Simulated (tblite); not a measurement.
# BrClH: the cost of one run

Computed with tblite 0.8.0 and PySCF 2.14.0; each step states its level. No surroundings beyond the atoms listed, unless a continuum is named. Atoms count from 0, parts from 1.

## Step 1: Starting point

3 atoms, charge -1, multiplicity 1; geometry: rigid parts in contact. Parts: 1 = atoms 0–1, `Br`, charge 0; 2 = atom 2, `[Cl-]`, charge -1.

## Step 2: Docking the parts with GFN2-xTB

Job settings and geometry (Å):

```
{"job": {"kind": "dock", "xc": "GFN2-xTB", "basis": "xTB"}, "charge": -1, "multiplicity": 1, "parts": [{"atoms": "0-1", "charge": 0, "multiplicity": 1}, {"atoms": "2-2", "charge": -1, "multiplicity": 1}]}
Br     0.700746     0.002446     0.004256
H     -0.700746    -0.002446    -0.004256
Cl    -2.209594    -1.881242    -0.701824
```

Level: GFN2-xTB search for minima from random contacts, gas phase.

Started as:

```console
OMP_NUM_THREADS=1 python cluster_run.py task.json out
```

The driver reads the jobs from task.json and runs them one after another.

Q: Estimate the wall time of this first job on 1 thread of Arm Neoverse N1, shared host.

About 1.6 s.
